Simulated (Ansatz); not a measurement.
Ansatz (a first-principles code) input (HF/6-31G*):

Ansatz 0.2 input:
```yaml
crystal:
  periodic: [false, false, false]
  atoms:
    - {symbol: Si, position_ang: [0.13301951, -0.00180434, 0.00000150]}
    - {symbol: H, position_ang: [-0.94635594, -1.10935937, 0.01041992]}
    - {symbol: H, position_ang: [-0.91591725, 1.13462016, -0.01044097]}
basis:
  gaussian:
    orbitals: 6-31G*
hamiltonian:
  xc: {name: HF}
total_charge: -1
magnetization: {spin_polarized: true, initial_magnetization: 1}
phonons: {temperatures: {t_min: 298.15, t_max: 298.15, t_step: 100}}
```

Q: Which harmonic wavenumbers does it give?

A: 1072, 1948, 1979 cm⁻¹ (unscaled; negative means imaginary).
